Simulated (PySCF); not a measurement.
## SiB⁺: mean field, correlation and small terms against distance

State: ³Π, triplet, unpaired electrons σ ↑, π ↑. ROHF-based CCSD(T) in PySCF 2.14 with Si cc-pV(T+d)Z, B cc-pVTZ and Si cc-pV(Q+d)Z, B cc-pVQZ (frozen core orbitals: 6; no relativity). Correlation energies are extrapolated as n⁻³ (n = 3, 4), Hartree–Fock as (n+1)·exp(−9√n). CV is the change on freezing 1 orbitals instead, in Si cc-pwCVTZ, B cc-pwCVTZ. SR is the spin-free X2C energy in Si cc-pVTZ-DK, B cc-pVTZ-DK less the non-relativistic one in Si cc-pVTZ, B cc-pVTZ. All energies in eV from Si⁺ + B.

```csv
R (Å),HF/CBS,CCSD corr.,(T),CV,SR,total
1.8527,-1.810,-0.226,-0.1011,-0.0273,0.0064,-2.158
1.9370,-2.004,-0.263,-0.1128,-0.0185,0.0066,-2.392
2.0212,-2.056,-0.314,-0.1256,-0.0114,0.0065,-2.500
2.1054,-2.013,-0.375,-0.1376,-0.0058,0.0063,-2.525
2.1896,-1.923,-0.431,-0.1444,-0.0011,0.0060,-2.494
2.2949,-1.809,-0.465,-0.1424,0.0038,0.0057,-2.406
2.4002,-1.710,-0.461,-0.1333,0.0079,0.0053,-2.291
```

A fit to the total gives Re = 2.0951 Å, De = 2.525 eV, ωe = 530.5 cm⁻¹, Be = 0.4861 cm⁻¹ (masses 27.9769 and 11.0093 u).

Q: At R = 2.1054 Å the CCSD correlation energy is -0.142710 hartree in the smaller basis and -0.147454 in the larger. Extrapolate it.

A: (4³·E4 − 3³·E3)/(4³ − 3³) = -0.15092 hartree; the larger basis holds 97.7 % of it.

The T1 diagnostic is 0.046, large enough to doubt a single reference. The state was picked by a PBE0 search and need not be the measured ground state. Spin–orbit coupling, excitations beyond (T) and corrections to the Born–Oppenheimer picture are left out.
